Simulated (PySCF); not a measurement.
Vibration and rotation of SiS

PBE0 constants of SiS, ¹Σ⁺ (singlet), closed shell (basis Si def2-TZVP, S def2-TZVP; no relativity; PySCF 2.14; masses 27.9769 and 31.9721 u):

```
ωe              : 767.1 cm⁻¹
ωexe            : 2.28 cm⁻¹
Be              : 0.30333 cm⁻¹
αe              : 0.00135 cm⁻¹
D (centrifugal) : 1.9e-07 cm⁻¹
De to Si + S    : 6.20 eV
```

Task: Give the band origin of the fundamental and the first lines of its P and R branches.

Result: ν0 = ωe − 2ωexe = 762.5 cm⁻¹, B0 = 0.30266, B1 = 0.30130 cm⁻¹.

| J″ | P(J″) − ν0 | R(J″) − ν0 |
| --- | --- | --- |
| 0 |  | 0.603 |
| 1 | -0.605 | 1.203 |
| 2 | -1.213 | 1.800 |
| 3 | -1.824 | 2.394 |
| 4 | -2.437 | 2.986 |
| 5 | -3.053 | 3.575 |
| 6 | -3.672 | 4.161 |

Task: Near which J would the R branch turn back, without centrifugal distortion?

Result: At J ≈ (B0 + B1)/(2(B0 − B1)) − 1 ≈ 220.

Measured values (Huber and Herzberg, Constants of Diatomic Molecules (1979)): ωe = 749.64 cm⁻¹, ωexe = 2.577 cm⁻¹, Be = 0.30352788 cm⁻¹, αe = 0.00147308 cm⁻¹.
